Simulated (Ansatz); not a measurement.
**C₄H₇F: basis-set convergence**

Aim: see how fast density functionals converge with the basis set for C₄H₇F.

The runs use Ansatz 0.2.0, Gaussian basis; one geometry, several basis sets.

The runs, in order: PBE0-D4/def2-SVP; ωB97M-V/def2-SVP; PBE0-D4/def2-QZVPP; ωB97M-V/def2-QZVPP; the functionals' def2-TZVPP values are taken from earlier runs.

## (1) The relaxed structure

An earlier PBE0-D4 in a triple-zeta def2 set relaxation fixed the geometry.

12 atoms, charge 0, spin multiplicity 1.

Atoms are counted from 1 here; the program's logs count them from 0.

Bond lengths: C1–C2 1.489 Å, C1–H6 1.094 Å, C1–H7 1.090 Å, C1–H8 1.094 Å, C2–C3 1.324 Å, C2–H9 1.085 Å, C3–C4 1.480 Å, C3–F5 1.352 Å, C4–H10 1.089 Å, C4–H11 1.094 Å, C4–H12 1.094 Å. Angles: C2–C1–H6 111.0°, C2–C1–H7 111.4°, C2–C1–H8 111.0°, H6–C1–H7 108.2°, H6–C1–H8 106.8°, H7–C1–H8 108.2°, C1–C2–C3 125.5°, C1–C2–H9 118.4°, C3–C2–H9 116.1°, C2–C3–C4 128.5°, C2–C3–F5 119.7°, C4–C3–F5 111.8°, C3–C4–H10 110.6°, C3–C4–H11 110.5°, C3–C4–H12 110.5°, H10–C4–H11 108.9°, H10–C4–H12 108.9°, H11–C4–H12 107.4°.

## (2) PBE0-D4 in def2-SVP

in.yaml reads:

```yaml
crystal:
  periodic: [false, false, false]
  atoms:
    - {symbol: C, position_ang: [-1.114534, 1.548417, -0.386878]}
    - {symbol: C, position_ang: [-0.373755, 0.263757, -0.519858]}
    - {symbol: C, position_ang: [0.362608, -0.301208, 0.424556]}
    - {symbol: C, position_ang: [1.123328, -1.569843, 0.364071]}
    - {symbol: F, position_ang: [0.483891, 0.299888, 1.629793]}
    - {symbol: H, position_ang: [-2.186224, 1.402310, -0.552848]}
    - {symbol: H, position_ang: [-0.979967, 1.985254, 0.602193]}
    - {symbol: H, position_ang: [-0.775144, 2.275757, -1.130655]}
    - {symbol: H, position_ang: [-0.430554, -0.268341, -1.463285]}
    - {symbol: H, position_ang: [1.012099, -2.036339, -0.614011]}
    - {symbol: H, position_ang: [0.769751, -2.265850, 1.130102]}
    - {symbol: H, position_ang: [2.185703, -1.389099, 0.550921]}
basis:
  gaussian: {orbitals: def2-SVP}
hamiltonian: {xc: pbe0, dispersion: d4}
output: {orbitals: {seedname: orbitals}}
```

Command:

```
ansatz run in.yaml --threads 4 --pin off --events-out ev --progress --plain --max-ram 10444MiB
```

What it wrote:

```text
Functional definition: PBE0
  name "PBE0"
  cite "Adamo & Barone, J. Chem. Phys. 110, 6158 (1999) doi:10.1063/1.478522"
  cite "Perdew, Burke & Ernzerhof, Phys. Rev. Lett. 77, 3865 (1996) doi:10.1103/PhysRevLett.77.3865"
  parent pbe
  parameter a = 0.25
  parameter kappa = 0.804
  parameter beta = 0.06672455060314922
  exchange = (1 - a)*pbe_x(kappa = kappa, mu = beta*pi^2/3) + a*exact_x
  correlation = pbe_c(beta = beta)
1186 factors; their error is unknown
mean field evaluation 1: about -6959.2780 eV, gradient 5.1e1 eV
mean field evaluation 2: about -6958.3204 eV, gradient 5.4e1 eV
mean field evaluation 4: about -6965.7644 eV, gradient 2.4e0 eV
mean field evaluation 8: about -6965.7750 eV, gradient 2.2e-2 eV
mean field evaluation 16: about -6965.7622 eV, gradient 2.5e-5 eV
mean field -6965.76216250 eV, -255.9870379086 hartree, gradient 2.5e-5 eV, S^2 0.000000; 0 other end points of the search recorded, 0 dependent functions left out
reference -6965.76218775 eV, -255.9870388366 hartree; 20, 20 occupied and 85, 85 virtual orbitals, 1186 factors
Total energy: -6965.92272985 eV, -255.9929386500 hartree
```

Wall time 0.5 s (4 threads of Intel Xeon 6975P-C, shared host).

## (3) ωB97M-V in def2-SVP

in.yaml, as its differences from that of step 2:

```diff
@@ -17,3 +17,3 @@
   gaussian: {orbitals: def2-SVP}
-hamiltonian: {xc: pbe0, dispersion: d4}
+hamiltonian: {xc: {name: wB97M-V}}
 output: {orbitals: {seedname: orbitals}}
```

Launched as before.

What it wrote (excerpt; [...] marks lines left out):

```text
Functional definition: wB97M-V
  name "wB97M-V"
  cite "Mardirossian & Head-Gordon, J. Chem. Phys. 144, 214110 (2016) doi:10.1063/1.4952647"
  cite "Becke, J. Chem. Phys. 107, 8554 (1997) doi:10.1063/1.475007"
  cite "Vydrov & Van Voorhis, J. Chem. Phys. 133, 244103 (2010) doi:10.1063/1.3521275"
  # Of w^i u^j: cxij and so on, Table III.
[...]
  gx(w, u) = 1 - cx + cx01*u + cx10*w
  gss(w, u) = css00 + css04*u^4 + css10*w + css20*w^2 + css43*w^4*u^3
  gos(w, u) = cos00 + cos10*w + (cos20 + cos21*u)*w^2 + (cos60 + cos61*u)*w^6
[...]
      + integral(e_c_pw_mod_opposite_spin*gos(b97_w_opposite, b97_u_opposite)) + vv10(b, c)
1186 factors; their error is unknown
282 factors; integrals over basis functions are off by at most 8.4e-6 eV
[...]
mean field -6970.31065224 eV, -256.1541918237 hartree, gradient 2.8e-5 eV, S^2 0.000000; 0 other end points of the search recorded, 0 dependent functions left out
reference -6970.31069164 eV, -256.1541932715 hartree; 20, 20 occupied and 85, 85 virtual orbitals, 1186 factors
Total energy: -6970.31069164 eV, -256.1541932715 hartree
```

Run time: 1.4 s. Hardware: 4 threads of Intel Xeon 6975P-C, shared host; peak memory 0.3 GiB.

## (4) PBE0-D4 in def2-QZVPP

in.yaml, as its differences from that of step 3:

```diff
@@ -16,4 +16,4 @@
 basis:
-  gaussian: {orbitals: def2-SVP}
-hamiltonian: {xc: {name: wB97M-V}}
+  gaussian: {orbitals: "def2-QZVPP.json"}
+hamiltonian: {xc: pbe0, dispersion: d4}
 output: {orbitals: {seedname: orbitals}}
```

Same command.

What it wrote:

```text
Functional definition: PBE0
  name "PBE0"
  cite "Adamo & Barone, J. Chem. Phys. 110, 6158 (1999) doi:10.1063/1.478522"
  cite "Perdew, Burke & Ernzerhof, Phys. Rev. Lett. 77, 3865 (1996) doi:10.1103/PhysRevLett.77.3865"
  parent pbe
  parameter a = 0.25
  parameter kappa = 0.804
  parameter beta = 0.06672455060314922
  exchange = (1 - a)*pbe_x(kappa = kappa, mu = beta*pi^2/3) + a*exact_x
  correlation = pbe_c(beta = beta)
1317 factors; their error is unknown
mean field evaluation 1: about -6964.1187 eV, gradient 6.7e1 eV
mean field evaluation 2: about -6961.8892 eV, gradient 7.0e1 eV
mean field evaluation 4: about -6974.0429 eV, gradient 5.0e0 eV
mean field evaluation 8: about -6974.0949 eV, gradient 5.8e-2 eV
mean field evaluation 16: about -6974.0970 eV, gradient 1.4e-5 eV
mean field -6974.09696730 eV, -256.2933363356 hartree, gradient 1.4e-5 eV, S^2 0.000000; 0 other end points of the search recorded, 0 dependent functions left out
reference -6974.09700753 eV, -256.2933378139 hartree; 20, 20 occupied and 475, 475 virtual orbitals, 1317 factors
Total energy: -6974.25754963 eV, -256.2992376272 hartree
```

Wall time 3.6 s (4 threads of Intel Xeon 6975P-C, shared host); peak memory 1.5 GiB.

## (5) ωB97M-V in def2-QZVPP

in.yaml, as its differences from that of step 4:

```diff
@@ -17,3 +17,3 @@
   gaussian: {orbitals: "def2-QZVPP.json"}
-hamiltonian: {xc: pbe0, dispersion: d4}
+hamiltonian: {xc: {name: wB97M-V}}
 output: {orbitals: {seedname: orbitals}}
```

Launched as before.

What it wrote (excerpt; [...] marks lines left out):

```text
Functional definition: wB97M-V
  name "wB97M-V"
  cite "Mardirossian & Head-Gordon, J. Chem. Phys. 144, 214110 (2016) doi:10.1063/1.4952647"
  cite "Becke, J. Chem. Phys. 107, 8554 (1997) doi:10.1063/1.475007"
  cite "Vydrov & Van Voorhis, J. Chem. Phys. 133, 244103 (2010) doi:10.1063/1.3521275"
  # Of w^i u^j: cxij and so on, Table III.
[...]
  gx(w, u) = 1 - cx + cx01*u + cx10*w
  gss(w, u) = css00 + css04*u^4 + css10*w + css20*w^2 + css43*w^4*u^3
  gos(w, u) = cos00 + cos10*w + (cos20 + cos21*u)*w^2 + (cos60 + cos61*u)*w^6
[...]
      + integral(e_c_pw_mod_opposite_spin*gos(b97_w_opposite, b97_u_opposite)) + vv10(b, c)
1317 factors; their error is unknown
365 factors; integrals over basis functions are off by at most 6.3e-6 eV
[...]
mean field -6978.97890965 eV, -256.4727444078 hartree, gradient 4.0e-5 eV, S^2 0.000000; 0 other end points of the search recorded, 0 dependent functions left out
reference -6978.97897185 eV, -256.4727466937 hartree; 20, 20 occupied and 475, 475 virtual orbitals, 1317 factors
Total energy: -6978.97897185 eV, -256.4727466937 hartree
```

Run time: 7.5 s. Hardware: 4 threads of Intel Xeon 6975P-C, shared host; peak memory 1.9 GiB.

## (6) Functionals by basis

The def2-TZVPP values come from earlier runs at the same geometry.

```
functional       basis  functions  energy (eV)  from the largest (eV)  HOMO (eV)  LUMO (eV)
   PBE0-D4    def2-SVP        105   -6965.9227                  8.335      -6.78       1.01
   PBE0-D4  def2-TZVPP        253   -6973.8810                  0.377      -6.86       0.85
   PBE0-D4  def2-QZVPP        495   -6974.2575                  0.000      -6.88       0.77
   ωB97M-V    def2-SVP        105   -6970.3107                  8.668      -9.00       3.20
   ωB97M-V  def2-TZVPP        253   -6978.6162                  0.363      -9.09       2.82
   ωB97M-V  def2-QZVPP        495   -6978.9790                  0.000      -9.11       1.90
```

## (7) Results

| quantity | value |
| --- | --- |
| PBE0-D4: double and triple zeta above quadruple | 8.33, 0.38 eV |
| ωB97M-V: double and triple zeta above quadruple | 8.67, 0.36 eV |

What this shows: PBE0-D4 gains 7.96 eV from double to triple zeta, then 0.38 eV more. These are total energies; as a rule much of such shifts cancels in differences, which this series doesn't test. The LUMO of ωB97M-V is positive and keeps falling with the basis (3.20 to 1.90 eV): an unbound level that the basis holds in place.

For PBE0-D4 the largest set took about 7 times as long as the smallest (3.6 s against 0.5 s).
